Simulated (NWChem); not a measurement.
**One site exchanged: O, Se, Te**

Each species was optimised at PBE0/def2-SVP with NWChem, gas phase unless a solvent is named. This build's default masses of Se (78.918 u) and Br (79.917 u) are each other's, which moves their modes by up to 0.6 %. For some, no frequency run checked for a minimum. def2 effective core potentials on Te; no spin-orbit coupling.

A: COC (C2H6O)
B: C[Se]C (C₂H₆Se)
C: C[Te]C (C₂H₆Te)

| quantity | A (O) | B (Se) | C (Te) |
|---|---|---|---|
| Pauling electronegativity of the site (pymatgen's table) | 3.44 | 2.55 | 2.10 |
| electrons in the molecule | 26 | 52 | 70 |
| dipole (D), PBE0/def2-SVP | 1.25 | 1.45 | 1.21 |
| orbital gap (eV), PBE0/def2-SVP | 9.22 | 6.74 | 5.41 |
| vertical ionisation energy, ΔSCF, PBE/def2-SVP (eV) | 9.62 | 8.17 | 7.69 |
| vertical ionisation energy, ΔSCF, CAM-B3LYP/def2-SVP (eV) | 9.95 | 8.34 | 7.85 |
| static polarisability, CAM-B3LYP/def2-SVPD (bohr³) | 33.2 | 55.4 | 69.2 |
| lowest singlet excitation, CAM-B3LYP/def2-SVPD, TDA (eV) | 7.13 | 4.72 | 3.70 |

“Dipole (D), PBE0/def2-SVP” runs from 1.21 in C (Te) to 1.45 in B (Se), in no step with either the site's electronegativity or the electron count. “Orbital gap (eV), PBE0/def2-SVP” runs from 5.41 in C (Te) to 9.22 in A (O), rising in step with the site's electronegativity. “Vertical ionisation energy, ΔSCF, PBE/def2-SVP (eV)” runs from 7.69 in C (Te) to 9.62 in A (O), rising in step with the site's electronegativity. “Vertical ionisation energy, ΔSCF, CAM-B3LYP/def2-SVP (eV)” runs from 7.85 in C (Te) to 9.95 in A (O), rising in step with the site's electronegativity. “Static polarisability, CAM-B3LYP/def2-SVPD (bohr³)” runs from 33.2 in A (O) to 69.2 in C (Te), falling in step with the site's electronegativity. “Lowest singlet excitation, CAM-B3LYP/def2-SVPD, TDA (eV)” runs from 3.70 in C (Te) to 7.13 in A (O), rising in step with the site's electronegativity. The order by orbital gap (eV) is the same as the order by lowest singlet excitation. The order by vertical ionisation energy is the reverse of the order by static polarisability.

These are trends among computed rows of three or four species; they are not measurements.
